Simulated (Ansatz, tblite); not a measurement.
Isomers of Na$_{3}$ (doublet), found by a short tight-binding search and relaxed with B3LYP/def2-TZVP in Ansatz.

The xTB rows come from tblite. Correlated methods freeze 3 core orbitals; core or outer-core shells of Na are correlated, in sets that lack core-valence functions.

Run but left out: MP2/def2-TZVPP (A: ⟨S²⟩ 0.99, where a pure state has 0.75).

A: At CCSD(T)/def2-TZVPP, r2SCAN/def2-TZVP, r2SCAN0/def2-TZVP, PBE-QIDH/def2-TZVP the charge 0 doublet is spin-contaminated (final ⟨S²⟩ up to 0.99, 0.75 for a pure state). B: At CCSD(T)/def2-TZVPP, PBE-QIDH/def2-TZVP the charge 0 doublet is spin-contaminated (final ⟨S²⟩ up to 0.94, 0.75 for a pure state).

Other spin states were run for one of them alone.

A:

```
atom    x (Å)    y (Å)    z (Å)
 Na1   0.6267  -0.5835  -0.5774
 Na2  -1.3462   1.4960  -2.0524
 Na3   0.7195  -0.9125   2.6297
```

B:

```xyz
3

Na    0.5058   -2.4036    0.2569
Na    0.7772    0.4884   -1.1432
Na   -1.2830    1.9152    0.8864
```

Problem. Estimate their order by electronic energy at PBE0/def2-TZVP, counted from the lowest.

Solution. B (0.0) < A (0.8), in kcal/mol.

Problem. Do the other levels pick the same lowest one?

Solution. Not GFN2-xTB. Energies above each level's lowest (kcal/mol):

```csv
level,A,B
GFN1-xTB,0.9,0.0
GFN2-xTB,0.0,0.6
HF/def2-TZVPP,0.2,0.0
PBE/def2-TZVP,0.6,0.0
r2SCAN/def2-TZVP,0.6,0.0
PBE0/def2-TZVP,0.8,0.0
r2SCAN0/def2-TZVP,0.7,0.0
PBE-QIDH/def2-TZVP,1.0,0.0
CCSD/def2-TZVPP,0.9,0.0
CCSD(T)/def2-TZVPP,1.0,0.0
```
Point groups (tolerance 0.1 Å): A C2v, B C2v. A and B have the same bonds, so they are conformers or stereoisomers. Lower isomers may exist.
